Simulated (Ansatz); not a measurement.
A calculation with Ansatz (development build ahead of 0.2.0).

```yaml
crystal:
  periodic: [false, false, false]
  atoms:
    - { symbol: "N", position_ang: [0.0, 0.0, 0.33227] }
    - { symbol: O, position_ang: [0.0, 1.11812, -0.14537] }
    - { symbol: O, position_ang: [0.0, -1.11812, -0.14537] }
    - { symbol: "N", position_ang: [21.0, 17.0, 19.33227] }
    - { symbol: O, position_ang: [21.0, 18.11812, 18.85463] }
    - { symbol: O, position_ang: [21.0, 15.88188, 18.85463] }
basis:
  gaussian: { orbitals: cc-pVTZ }
magnetization:
  initial_magnetization: 2
hamiltonian:
  xc: hf
correlation:
  method: mp2
  frozen_orbitals: { "N": 1, O: 1 }
```

The input is written out in the form of the current development build from the run's settings. Correlation on restricted open-shell orbitals is semicanonical, with singles.

Results

```
Converged                       : yes
Reference energy                : -408.18567 hartree
Correlation energy              : -1.38574 hartree
Total energy                    : -409.57141 hartree
Spin squared of the determinant : 2.000
Stability test                  : minimum among restricted orbitals
```
